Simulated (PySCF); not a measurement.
Cyanoacetic acid, C3H3NO2.
Bonds: N1–C2 (triple), C2–C3, C3–C4, C4–O5 (double), C4–O6. Hydrogens: H7, H8 on C3; H9 on O6.

Computed geometry: GFN2-xTB, gas phase.

Task: List the bond lengths, angles and torsions at this level.

Result: 
```json
{"bond": "N1≡C2", "length (Å)": "1.142", "order": "triple"}
{"bond": "C2–C3", "length (Å)": "1.443", "order": "single"}
{"bond": "C3–C4", "length (Å)": "1.523", "order": "single"}
{"bond": "C4=O5", "length (Å)": "1.196", "order": "double"}
{"bond": "C4–O6", "length (Å)": "1.332", "order": "single"}
{"bond": "C3–H7, C3–H8", "length (Å)": "1.092", "order": "single"}
{"bond": "O6–H9", "length (Å)": "0.970", "order": "single"}
```

Bonds in one row agree within 0.01 Å and their mean is given. Orders are formal, as drawn. A selection of angles:
```json
{"angle": "N1–C2–C3", "degrees": "179.5"}
{"angle": "C2–C3–C4", "degrees": "108.6"}
{"angle": "C2–C3–H7", "degrees": "108.8"}
{"angle": "C4–C3–H7", "degrees": "109.6"}
{"angle": "H7–C3–H8", "degrees": "110.9"}
{"angle": "C3–C4–O5", "degrees": "124.9"}
{"angle": "C3–C4–O6", "degrees": "111.0"}
{"angle": "O5–C4–O6", "degrees": "124.1"}
{"angle": "C4–O6–H9", "degrees": "111.3"}
```

Torsions: C2–C3–C4–O5 99° (anticlinal); H9–O6–C4–C3 178° (antiperiplanar). The mirror-image conformer, all signs reversed, is as good.

The C–C distances run from 1.443 Å (C2–C3, drawn single) to 1.523 Å (C3–C4, drawn single), a spread of 0.080 Å. The 2 C–O bonds span 1.196 Å (C4=O5, drawn double) to 1.332 Å (C4–O6, drawn single), a spread of 0.136 Å.

Point group: C1 (no symmetry element, even within 0.4 Å). Not checked by GFN2-xTB frequencies. The numbers are those of one conformer (C2–C3–C4–O5 99°, C3–C4–O6–H 178°).
